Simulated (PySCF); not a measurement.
# P₄: triplet, from a rhombus start

Where does triplet P₄ go from a rhombus start, is the end point a minimum, and what are its modes, charges and moments?

Method: PBE, basis P def2-SVP, no relativity, density fitting; program: PySCF 2.14.0.

### 1 Where the work starts

4 atoms, charge 0, spin multiplicity 3.

Bond lengths: P1–P2 2.220 Å, P1–P3 2.220 Å, P1–P4 2.220 Å, P2–P3 2.220 Å, P2–P4 2.220 Å. Angles: P2–P1–P3 60.0°, P2–P1–P4 60.0°, P3–P1–P4 120.0°, P1–P2–P3 60.0°, P1–P2–P4 60.0°, P3–P2–P4 120.0°, P1–P3–P2 60.0°, P1–P4–P2 60.0°.

```xyz
4
charge 0 multiplicity 3
P     0.0000    1.1100    0.0000
P     0.0000   -1.1100    0.0000
P     1.9226    0.0000    0.0000
P    -1.9226    0.0000    0.0000
```

### 2 First SCF at the start

The steps below are one call of a driver around PySCF. For each, scf.py gives the equivalent set-up of the SCF; relaxations use the driver's own optimiser. After this first run the driver tries any further starts and a stability analysis.

File scf.py:

```python
from pyscf import gto, scf, dft
mol = gto.M(atom='''
P      0.000000     1.110000     0.000000
P      0.000000    -1.110000     0.000000
P      1.922600     0.000000     0.000000
P     -1.922600     0.000000     0.000000''',
    basis={'P': 'def2-SVP'},
    charge=0, spin=2)
mf = dft.UKS(mol, xc='PBE')
mf.grids.atom_grid = (50, 194)
aux = {'P': 'def2-universal-JKFIT'}
mf = mf.density_fit(auxbasis=aux)
mf.conv_tol = 1e-08
mf.diis_space = 10
mf.max_cycle = 60
mf.init_guess = 'minao'
mf.verbose = 4
mf.kernel()
```

On the command line:

```
OMP_NUM_THREADS=2 python axn.py task.json out
```

The log of the run:

```text
init E= -1364.70454445021
[... the frontier-level lines of each cycle are left out ...]
cycle= 1 E= -1364.30214654097  delta_E= 0.402  |g|= 0.0714  |ddm|= 1.95
cycle= 2 E= -1364.30462082787  delta_E= -0.00247  |g|= 0.026  |ddm|= 0.128
cycle= 3 E= -1364.30499054676  delta_E= -0.00037  |g|= 0.0138  |ddm|= 0.0575
cycle= 4 E= -1364.3051213966  delta_E= -0.000131  |g|= 0.0043  |ddm|= 0.028
cycle= 5 E= -1364.30512866014  delta_E= -7.26e-06  |g|= 0.0036  |ddm|= 0.0144
cycle= 6 E= -1364.30513859422  delta_E= -9.93e-06  |g|= 0.000589  |ddm|= 0.00549
cycle= 7 E= -1364.30513886863  delta_E= -2.74e-07  |g|= 4.01e-05  |ddm|= 0.000994
cycle= 8 E= -1364.30513887029  delta_E= -1.66e-09  |g|= 1.16e-05  |ddm|= 0.000166
Extra cycle  E= -1364.30513887036  delta_E= -6.98e-11  |g|= 8.64e-06  |ddm|= 5.02e-05
converged SCF energy = -1364.30513887036  <S^2> = 2.010222  2S+1 = 3.0068069
```

This step, with its further starts and checks, ran for 94 s (2 threads, shared host).

Energies from each starting density:

| start | energy (Eh) |
| --- | --- |
| the minimal-basis guess | -1364.305139 |
| a thermally smeared density | -1364.305139 |
| a smeared PBE density | -1364.305139 |

No lower solution of this spin turned up from the other starts or in the test of internal stability.

### 3 Relaxing the triplet from the rhombus start

The program finds D2h symmetry in the start, which this walk keeps. Threshold on the gradient: 0.0003 Eh/bohr, with a further test on the energy change.

Edit scf.py of step 2 so:

```diff
@@ -3,4 +3,4 @@
-P      0.000000     1.110000     0.000000
-P      0.000000    -1.110000     0.000000
-P      1.922600     0.000000     0.000000
-P     -1.922600     0.000000     0.000000''',
+P      0.000000     1.110000    -0.000000
+P     -0.000000    -1.110000     0.000000
+P      1.922600    -0.000000     0.000000
+P     -1.922600     0.000000    -0.000000''',
@@ -16 +15,0 @@
-mf.init_guess = 'minao'
```

Steps of the walk:

| step | energy (Eh) | change (kJ/mol) | largest symmetric gradient (Eh/bohr) |
| --- | --- | --- | --- |
| 0 | -1364.305139 | 0.00 | 0.03112 |
| 1 | -1364.316819 | -30.67 | 0.01610 |
| 2 | -1364.322027 | -44.34 | 0.01106 |
| 3 | -1364.322898 | -46.63 | 0.00478 |
| 4 | -1364.323027 | -46.96 | 0.00080 |
| 5 | -1364.323030 | -46.97 | 0.00005 |

The walk took 66 s.

After 5 steps and 47.0 kJ/mol it ends at D2h: P–P 2.155 Å (×4), P–P 2.548 Å; P–P–P 53.8° (×4), P–P–P 72.5° (×2), P–P–P 107.5° (×2).

### 4 Frequencies

On the finer grid the gradient is checked again; gradients at displacements of ±0.02 bohr then give force constants and infrared intensities.

Edit scf.py of step 3 so:

```diff
@@ -3,4 +3,4 @@
-P      0.000000     1.110000    -0.000000
-P     -0.000000    -1.110000     0.000000
-P      1.922600    -0.000000     0.000000
-P     -1.922600     0.000000    -0.000000''',
+P      0.000000     1.274040    -0.000000
+P     -0.000000    -1.274040     0.000000
+P      1.738733    -0.000000     0.000000
+P     -1.738733     0.000000    -0.000000''',
@@ -10 +10 @@
-mf.grids.atom_grid = (50, 194)
+mf.grids.atom_grid = (75, 302)
@@ -13 +13 @@
-mf.conv_tol = 1e-08
+mf.conv_tol = 1e-10
```

The driver hands on the density of the step before, so the log starts near convergence.

Log of the central SCF (cycles and frontier levels):

```text
init E= -1364.32309008631
[... the frontier-level lines of each cycle are left out ...]
cycle= 1 E= -1364.32309008578  delta_E= 5.27e-10  |g|= 2.63e-05  |ddm|= 4.4e-05
cycle= 2 E= -1364.3230900772  delta_E= 8.58e-09  |g|= 0.000105  |ddm|= 0.000177
cycle= 3 E= -1364.32309008629  delta_E= -9.09e-09  |g|= 8.29e-06  |ddm|= 0.000145
cycle= 4 E= -1364.32309008635  delta_E= -6.41e-11  |g|= 4.6e-08  |ddm|= 1.23e-05
Extra cycle  E= -1364.32309008635  delta_E= 4.55e-13  |g|= 6.06e-08  |ddm|= 1.59e-07
converged SCF energy = -1364.32309008635  <S^2> = 2.0108908  2S+1 = 3.0072518
```

The whole step took 3.3 min.

Geometry: D2h; P–P 2.156 Å (×4), P–P 2.548 Å; P–P–P 53.8° (×4), P–P–P 72.5° (×2), P–P–P 107.5° (×2).

Harmonic modes (main isotopes):

```json
{"symmetry": "b3u", "ω (cm⁻¹)": "223", "IR (km/mol)": "0.1", "μ (u)": "30.97"}
{"symmetry": "b3g", "ω (cm⁻¹)": "232", "IR (km/mol)": "0.0", "μ (u)": "30.97"}
{"symmetry": "ag", "ω (cm⁻¹)": "260", "IR (km/mol)": "0.0", "μ (u)": "30.97"}
{"symmetry": "b2u", "ω (cm⁻¹)": "343", "IR (km/mol)": "0.6", "μ (u)": "30.97"}
{"symmetry": "ag", "ω (cm⁻¹)": "505", "IR (km/mol)": "0.0", "μ (u)": "30.97"}
{"symmetry": "b1u", "ω (cm⁻¹)": "531", "IR (km/mol)": "8.3", "μ (u)": "30.97"}
```

Every mode is real; the point is a minimum.

Constants and moments:

| Item | Value |
| --- | --- |
| Dipole moment | 0.00 D |
| Highest occupied level | -5.41 eV |
| Lowest empty level | -4.73 eV |
| Rotational constants | 0.1677, 0.09001, 0.05857 cm⁻¹ |
| Zero-point energy | 12.5 kJ/mol |
| Principal polarisabilities | 42.0, 85.8, 115.8 bohr³ |
| Atomisation energy without zero-point energy | 975 kJ/mol |
| Principal traceless quadrupole moments about the centre of mass | -2.26, -1.95, 4.22 D Å |
| Entropy at 298.15 K and 1 bar (electronic part: spin only) | 312.5 J/(mol K) |
| Heat capacity Cp at 298.15 K | 72.4 J/(mol K) |
| Enthalpy at 298.15 K above 0 K | 15.96 kJ/mol |
| Rotational symmetry number | 4 |
| Spin squared ⟨S²⟩ | 2.011 |

Charges (e) and bond orders:

```csv
atom,Mulliken,Löwdin,polar tensor,spin (Mulliken),Mayer order to P1
P1,0.06,0.13,0.12,0.85,–
P2,0.06,0.13,0.12,0.85,0.64
"P3,4",-0.06,-0.13,-0.12,0.15,1.11
```

Outer orbital energies (eV). α occupied: -10.98, -9.49, -8.99, -8.74, -7.25, -5.80, -5.58, -5.47; empty: -2.97, -2.40, -1.02, -0.25. β occupied: -15.29, -14.06, -10.58, -9.10, -8.27, -8.12, -7.13, -5.41; empty: -4.73, -4.59, -2.46, -1.83.

Mulliken populations on P1: s 5.81, p 9.00, d 0.13.

### 5 What came out

```
                                          quantity                                                                                 value
                                           minimum                                                                          triplet, D2h
                                          geometry  P–P 2.156 Å (×4), P–P 2.548 Å; P–P–P 53.8° (×4), P–P–P 72.5° (×2), P–P–P 107.5° (×2)
                                wavenumbers (cm⁻¹)                        223 (b3u), 232 (b3g), 260 (ag), 343 (b2u), 505 (ag), 531 (b1u)
                                     dipole moment                                                                                0.00 D
highest occupied, lowest empty level (either spin)                                                                       -5.41, -4.73 eV
                         polar-tensor charge of P1                                                                               +0.12 e
                                 zero-point energy                                                                           12.5 kJ/mol
                               entropy at 298.15 K                                                                       312.5 J/(mol K)
         atomisation energy (no zero-point energy)                                                                            975 kJ/mol
                                              ⟨S²⟩                                                                                 2.011
```

**Reading.** The rhombus start keeps its D2h symmetry and ends in a minimum. The strongest infrared band lies at 531 cm⁻¹ (b1u). Only this shape and spin were tried, so other structures or states may lie lower.

The search up to here took 5.9 min.
